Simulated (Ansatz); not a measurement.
# FH5NSi+ (SMILES [NH3+][SiH2]F): functionals against CCSD(T) at one geometry

One table from this session's results is given with a row withheld; the runs are named, their logs left out.

The runs use Ansatz 0.2.0, Gaussian basis; single points in def2-TZVPP.

Correlated methods freeze the cores.

### Where the work starts

8 atoms, charge 1, spin multiplicity 1.

Atoms are counted from 1 here; the program's logs count them from 0.

Bond lengths: N1–Si2 1.886 Å, N1–H4 1.091 Å, N1–H5 1.048 Å, N1–H6 0.996 Å, Si2–F3 1.664 Å, Si2–H7 1.175 Å, Si2–H8 1.409 Å. Angles: Si2–N1–H4 111.2°, Si2–N1–H5 129.8°, Si2–N1–H6 117.7°, H4–N1–H5 95.4°, H4–N1–H6 106.3°, H5–N1–H6 92.5°, N1–Si2–F3 95.4°, N1–Si2–H7 104.0°, N1–Si2–H8 111.1°, F3–Si2–H7 111.3°, F3–Si2–H8 121.9°, H7–Si2–H8 110.8°.

As a file:

```
N    -0.4324    0.5713   -0.5015
Si    0.4844   -0.6367    0.6191
F     1.5407   -1.1664   -0.5526
H    -0.9474    0.0483   -1.3082
H    -0.0576    1.3411   -1.1061
H    -1.1070    1.1712   -0.0807
H     1.0253    0.0555    1.3998
H    -0.4128   -1.5120    1.2632
```

The first run:

File run/in.yaml:

```yaml
crystal:
  periodic: [false, false, false]
  atoms:
    - {symbol: N, position_ang: [-0.432400, 0.571300, -0.501500]}
    - {symbol: Si, position_ang: [0.484400, -0.636700, 0.619100]}
    - {symbol: F, position_ang: [1.540700, -1.166400, -0.552600]}
    - {symbol: H, position_ang: [-0.947400, 0.048300, -1.308200]}
    - {symbol: H, position_ang: [-0.057600, 1.341100, -1.106100]}
    - {symbol: H, position_ang: [-1.107000, 1.171200, -0.080700]}
    - {symbol: H, position_ang: [1.025300, 0.055500, 1.399800]}
    - {symbol: H, position_ang: [-0.412800, -1.512000, 1.263200]}
basis:
  gaussian: {orbitals: def2-TZVPP}
total_charge: 1
correlation: {method: ccsd_t}
output: {forces: true}
```

The command line of these runs was not kept.

Steps of the session up to this table: CCSD(T)/def2-TZVPP; PBE0-D4/def2-TZVPP; wB97M-V/def2-TZVPP; r2SCAN-D4/def2-TZVPP; PBE-D4/def2-TZVPP; B97M-V/def2-TZVPP; revPBE-D4/def2-TZVPP.

One table of the session follows, with a row left open; its other results are not shown here.

```
   method  RMS force component (eV/Å)  angle to CCSD(T) forces (°)
  CCSD(T)                       3.447                    reference
  PBE0-D4                       3.466                          0.8
  wB97M-V                           ?                            ?
r2SCAN-D4                       3.440                          0.7
   PBE-D4                       3.396                          3.7
   B97M-V                       3.369                          2.2
revPBE-D4                       3.391                          4.1
```

**Question.** Estimate the row for wB97M-V.

As computed: RMS force component (eV/Å): 3.383; angle to CCSD(T) forces (°): 1.0. In the column «RMS force component (eV/Å)» it lies between B97M-V (3.369) and revPBE-D4 (3.391).
